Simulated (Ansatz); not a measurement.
```yaml
crystal:
  periodic: [false, false, false]
  atoms:
    - {symbol: Ge, position_ang: [0.000000, 0.000000, 0.000000]}
    - {symbol: F, position_ang: [0.000000, 0.000000, 1.646100]}
basis:
  gaussian: {orbitals: def2-TZVP}
magnetization: {spin_polarized: true, initial_magnetization: 3}
hamiltonian: {xc: pbe0}
relax: {f_tol: 0.004, max_steps: 80}
```

```sh
$ ansatz run in.yaml --threads 1 --pin off --events-out ev --progress --plain --max-ram 2176MiB
```

Steps of the relaxation (energy above the last step; positions in Å, forces in eV/Å):

```
2
step 1, 188.0 meV
Ge    0.000    0.000    0.000    0.000    0.000   -3.651
F     0.000    0.000    1.646    0.000    0.000    3.651
```

```
2
step 2, 56.1 meV
Ge    0.000    0.000   -0.025    0.000    0.000   -1.795
F     0.000    0.000    1.671    0.000    0.000    1.795
```

```
2
step 3, 2.5 meV
Ge    0.000    0.000   -0.051    0.000    0.000   -0.341
F     0.000    0.000    1.697    0.000    0.000    0.341
```

```
2
step 5, 0.0 meV
Ge    0.000    0.000   -0.058    0.000    0.000   -0.002
F     0.000    0.000    1.704    0.000    0.000    0.002
```

Close pairs at the end: Ge1–F2 1.762 Å.

A stationary point of unrestricted PBE0 after 5 steps, with ⟨S²⟩ = 3.753 against 3.75 for a pure state. 12 s on 1 thread of Arm Neoverse V1, shared host.
